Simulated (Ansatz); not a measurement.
# SiF+ (triplet): the correlation ladder, cc-pVDZ

An exercise on one series of results from a longer session: the logs are not shown, and one member is left open.

Computed with Ansatz 0.2.0, Gaussian basis. Level: cc-pVDZ, core rule «outside noble gas», up to 6 orbitals frozen.

Plan: UHF; CCSD(T) on ROHF; CCSD(T) on UHF; BCCD(T) on ROHF; CISD; CCSDT(Q) on ROHF; CCSDT(Q) on UHF.

12 further runs of the same task are left out: 4 for a known fault of the program, 3 that didn't finish, 5 set aside as unsound or not needed.

### The geometry

The geometry is a PBE0/def2-TZVP stationary point (not a proven minimum) of the parent state, kept for this charge and spin.

2 atoms, charge 1, spin multiplicity 3.

Atoms are counted from 1 here; the program's logs count them from 0.

Bond lengths: Si1–F2 1.536 Å.

As a file:

```
Si    0.0000    0.0000    0.0000
F     0.0000    0.0000    1.5364
```

The first run:

File in.yaml:

```yaml
crystal:
  periodic: [false, false, false]
  atoms:
    - {symbol: Si, position_ang: [0.000000, 0.000000, 0.000000]}
    - {symbol: F, position_ang: [0.000000, 0.000000, 1.536400]}
basis:
  gaussian: {orbitals: cc-pVDZ}
total_charge: 1
magnetization: {spin_polarized: true, initial_magnetization: 2}
hamiltonian: {xc: hf}
output: {orbitals: {seedname: orbitals}}
```

Command:

```console
ansatz run in.yaml --threads 1 --pin off --events-out ev --progress --plain --max-ram 2393MiB
```

Steps of the session up to this table: UHF; CCSD(T) on ROHF; CCSD(T) on UHF; BCCD(T) on ROHF; CISD; CCSDT(Q) on ROHF; CCSDT(Q) on UHF.

One table of the session follows, with a row left open; its other results are not shown here.

It belongs to the step «Misses and costs». 

```
   method  from UCCSDT(Q) (kcal/mol)
     ROHF                    +147.30
      UHF                    +146.57
     RMP2                      +7.30
     UMP2                      +7.07
     CISD                          ?
    RCCSD                      +3.95
    UCCSD                      +3.93
 RCCSD(T)                      +0.72
 UCCSD(T)                      +0.71
  BCCD(T)                      +0.66
   RCCSDT                      +0.36
   UCCSDT                      +0.35
RCCSDT(Q)                      +0.14
UCCSDT(Q)                          0
```

Estimate the missing values for CISD.

As computed: from UCCSDT(Q) (kcal/mol): +9.91. In the column «from UCCSDT(Q) (kcal/mol)» it lies between RMP2 (+7.30) and UHF (+146.57).

Limits of these values: Restricted and unrestricted rows rest on different reference determinants; where their highest levels disagree by more than a few hundredths of an eV, they describe different states and don't form one ladder.
